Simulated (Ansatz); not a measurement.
This script drives Ansatz's Python interface.

The script, `ch4o2s.py`:
```python
"""Bending curve of CH4O2S."""

import ansatz
from ase import Atoms

atoms = Atoms(["O", "C", "O", "S", "H", "H", "H", "H"], positions=[
    (-0.8862, 0.1712, -0.8412),
    (-0.1264, 0.283, 0.2909),
    (1.1109, 0.7331, -0.1342),
    (0.0871, -1.3215, 1.0472),
    (-1.0391, 1.1354, -1.1423),
    (-0.5442, 1.0154, 1.0042),
    (1.6868, -0.0855, -0.1929),
    (-0.1967, -1.9882, -0.0875),
])

# start the scan from a relaxed geometry
first = (
    ansatz.Crystal.molecule_from_ase(atoms).calculation()
    .basis(gaussian="def2-SVP")  # atom-centred Gaussian functions
    .functional("pbe0")
    .relax(force_tolerance=0.02, max_steps=80)  # relax until the tolerances are met
)
atoms.positions = first.run(threads=1, backend="cpu").report["positions_ang"]

rows = []
for angle in [90, 100, 110, 120, 135, 150, 165, 179]:
    bent = atoms.copy()
    bent.set_angle(1, 0, 4, angle, indices=[4])
    calculation = (
        ansatz.Crystal.molecule_from_ase(bent).calculation()
        .basis(gaussian="def2-SVP")
        .correlation("mp2")  # correlation on top of the mean field
    )
    rows.append((angle, calculation.run(threads=1, backend="cpu").report["free_energy_ev"]))
floor = min(e for _, e in rows)
for angle, e in rows:
    print(f"angle C1-O0-H4 = {angle:3d} deg   {1000 * (e - floor):9.1f} meV")
```

It is started by `python ch4o2s.py`. How long does it take on 1 thread of Arm Neoverse V1, on a shared host, and how much memory does it need?

It took about 40 s, with a peak of 0.23 GiB, for 9 runs of the engine.

Running `python ch4o2s.py` prints:
```text
angle C1-O0-H4 =  90 deg       202.7 meV
angle C1-O0-H4 = 100 deg        14.9 meV
angle C1-O0-H4 = 110 deg         0.0 meV
angle C1-O0-H4 = 120 deg       122.3 meV
angle C1-O0-H4 = 135 deg       485.8 meV
angle C1-O0-H4 = 150 deg       944.2 meV
angle C1-O0-H4 = 165 deg      1335.7 meV
angle C1-O0-H4 = 179 deg      1502.7 meV
```

The scan is rigid, and the energies are electronic, in a modest basis. The zero is the lowest point of the grid, which needn't be the minimum. The start is relaxed with a density functional and scanned with the wavefunction method, so it isn't exactly that method's minimum.

(A comment or docstring line of the script was reworded after the run, the code is as it ran.)
